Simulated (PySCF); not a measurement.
## How the method moves the HOMO and LUMO of `O=[PH](O)O`

Compound: H₃O₃P.
Z-matrix (Å and degrees, PBE0-D3(BJ)/def2-SVP geometry), rows numbered from 1:
```
O 
P   1  1.4726
O   2  1.6119  1  114.95
O   2  1.6236  1  115.77  3  -119.54
H   2  1.4108  1  116.64  3   121.56
H   3  0.9654  2  112.41  1  -144.41
H   4  0.9672  2  109.86  1     8.82
```

Basis pcSseg-2 throughout (PySCF), one geometry. Geometry: PBE0-D3(BJ)/def2-SVP, one conformer, isolated molecule.

Problem. How do the orbital energies, the gap and the dipole change with the method?

Solution. 
```
  method           kind  HOMO (eV)  LUMO (eV)  gap (eV)  μ (D)  SCF cycles
    BLYP            GGA      -7.25      -0.84      6.41   3.46          16
    OPBE            GGA      -7.28      -0.59      6.69   3.42          16
   B97-D            GGA      -7.34      -0.63      6.71   3.47          16
     PBE            GGA      -7.36      -0.77      6.59   3.45          16
     KT3            GGA      -7.45      -0.95      6.50   3.39          16
    BP86            GGA      -7.46      -0.68      6.78   3.46          15
     KT2            GGA      -7.47      -0.80      6.67   3.40          16
     LDA            LDA      -7.57      -0.88      6.69   3.51          15
   B3LYP  global hybrid      -8.67      -0.33      8.34   3.58          14
    PBE0  global hybrid      -8.92       0.06      8.98   3.59          14
mPW1PW91  global hybrid      -8.95       0.06      9.01   3.60          13
      HF   Hartree–Fock     -12.86       2.42     15.28   3.94          10
```

The HOMO spans 5.61 eV, from BLYP down to HF, and the gap runs from 6.41 eV (BLYP) to 15.28 eV (HF). Over the methods BLYP (0 %), OPBE (0 %), B97-D (0 %), PBE (0 %), KT3 (0 %), BP86 (0 %), KT2 (0 %), LDA (0 %), B3LYP (20 %), PBE0 (25 %), mPW1PW91 (25 %), HF (100 %), a straight line through the gap against the share of exact exchange rises by 0.87 eV for each 10 % (correlation coefficient 0.999). The dipole ranges from 3.39 D (KT3) to 3.94 D (HF). This basis has no diffuse functions.

The vertical ΔSCF ionisation energy at CAM-B3LYP/def2-SVPD is 11.58 eV; −ε(HOMO) comes closest to it with HF (12.86 eV).
